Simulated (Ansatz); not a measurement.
**Worked example: the enthalpy of C5H10O + H2S → C5H10S + H2O**

Species: C5H10O (cyclopentanol) `OC1CCCC1`, singlet; H2S `S`, singlet; C5H10S `SC1CCCC1`, singlet; H2O (water) `O`, singlet. The partners trade OH for SH: C–OH and H–SH bonds give way to C–SH and H–OH.

Shapes, held fixed at every level: PBE0-D4/def2-TZVP. Flexible molecules stand in one conformer, not always the lowest. Programs: Ansatz 0.2.0. The zero-point and thermal terms to 298 K, harmonic and unscaled (PBE0-D4/def2-TZVP), stand in the table.

At CCSD(T)/def2-SVP; 1 Eh = 2625.50 kJ/mol:

```
species  energy (Eh)  H(298 K) − E (kJ/mol)  tabulated ΔfH (kJ/mol)
 C5H10O  -270.802306                  400.6                  -242.5
    H2S  -398.735394                   49.9                   -20.5
 C5H10S  -593.368673                  388.8                   -48.1
    H2O   -76.174679                   66.4                  -241.8
```

Task: Work out the reaction enthalpy at 298 K from the calculation and from the table of heats.

Result: 
1. Electronic: (-593.368673) + (-76.174679) − [(-270.802306) + (-398.735394)] = -0.005652 Eh = -14.8 kJ/mol.
2. Zero-point and thermal: (388.8) + (66.4) − [(400.6) + (49.9)] = +4.7 kJ/mol.
3. Computed ΔH = -10.1 kJ/mol.
4. From the heats of formation (Active Thermochemical Tables, CRC Handbook of Chemistry and Physics, NIST-JANAF tables): (-48.1) + (-241.8) − [(-242.5) + (-20.5)] = -26.9 kJ/mol.
5. Computed less tabulated: +16.8 kJ/mol. Tabulated heats carry uncertainties of their own.
